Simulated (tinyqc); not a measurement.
Pariser-Parr-Pople SCF with singles CI, for the molecule O=CC=C1C=C1 (SMILES; centres numbered as the heavy atoms are written), step by step. One step of it, computed by the program tinyqc.

Task: Iteration 1: Fock matrix. F_rr = H_rr + P_rr gamma_rr / 2 + sum_(s != r) P_ss gamma_rs; F_rs = H_rs - P_rs gamma_rs / 2; E = tr P (H + F) / 2 + core repulsion sum_(r<s) z_r z_s gamma_rs.

P at the start, order 1O, 2C, 3C, 4C, 5C, 6C:
$$\begin{pmatrix}
1.268024 & 0.834973 & -0.301319 & -0.277526 & 0.177721 & 0.177721 \\
0.834973 & 0.981110 & 0.530796 & 0.051535 & -0.095033 & -0.095033 \\
-0.301319 & 0.530796 & 1.349094 & 0.632190 & -0.230142 & -0.230142 \\
-0.277526 & 0.051535 & 0.632190 & 0.837274 & 0.497081 & 0.497081 \\
0.177721 & -0.095033 & -0.230142 & 0.497081 & 0.782249 & 0.782249 \\
0.177721 & -0.095033 & -0.230142 & 0.497081 & 0.782249 & 0.782249
\end{pmatrix}$$

core matrix H (eV), order 1O, 2C, 3C, 4C, 5C, 6C:
$$\begin{pmatrix}
-40.675928 & -2.510000 & 0.000000 & 0.000000 & 0.000000 & 0.000000 \\
-2.510000 & -39.635715 & -2.390000 & 0.000000 & 0.000000 & 0.000000 \\
0.000000 & -2.390000 & -41.288491 & -2.390000 & 0.000000 & 0.000000 \\
0.000000 & 0.000000 & -2.390000 & -42.787997 & -2.390000 & -2.390000 \\
0.000000 & 0.000000 & 0.000000 & -2.390000 & -37.403877 & -2.390000 \\
0.000000 & 0.000000 & 0.000000 & -2.390000 & -2.390000 & -38.035552
\end{pmatrix}$$

repulsion gamma_rs (eV), order 1O, 2C, 3C, 4C, 5C, 6C:
$$\begin{pmatrix}
15.200000 & 8.104891 & 5.414207 & 3.728770 & 2.768174 & 2.959888 \\
8.104891 & 11.130000 & 7.556254 & 5.240231 & 3.566544 & 4.007796 \\
5.414207 & 7.556254 & 11.130000 & 7.553690 & 4.802302 & 4.802038 \\
3.728770 & 5.240231 & 7.553690 & 11.130000 & 7.553167 & 7.552139 \\
2.768174 & 3.566544 & 4.802302 & 7.553167 & 11.130000 & 7.553690 \\
2.959888 & 4.007796 & 4.802038 & 7.552139 & 7.553690 & 11.130000
\end{pmatrix}$$

Centres (angstrom, eV; a flat drawing with bonds scaled to 1.40 angstrom):
```
centre          x          y  core charge z          W   gamma_rr
1O      -2.854000  -0.006000              1  17.700000  15.200000
2C      -1.512000   0.393000              1  11.160000  11.130000
3C      -0.496000  -0.569000              1  11.160000  11.130000
4C       0.846000  -0.170000              1  11.160000  11.130000
5C       2.208000  -0.495000              1  11.160000  11.130000
6C       1.809000   0.847000              1  11.160000  11.130000
```

Give: F; pi energy.

Result:

F (eV), order 1O, 2C, 3C, 4C, 5C, 6C:
$$\begin{pmatrix}
-8.1801 & -5.8937 & 0.8157 & 0.5174 & -0.2460 & -0.2630 \\
-5.8937 & -3.3920 & -4.3954 & -0.1350 & 0.1695 & 0.1904 \\
0.8157 & -4.3954 & -5.6644 & -4.7777 & 0.5526 & 0.5526 \\
0.5174 & -0.1350 & -4.7777 & -6.2524 & -4.2673 & -4.2670 \\
-0.2460 & 0.1695 & 0.5526 & -4.2673 & -7.3297 & -5.3444 \\
-0.2630 & 0.1904 & 0.5526 & -4.2670 & -5.3444 & -7.2866
\end{pmatrix}$$

pi energy = -84.9378 eV
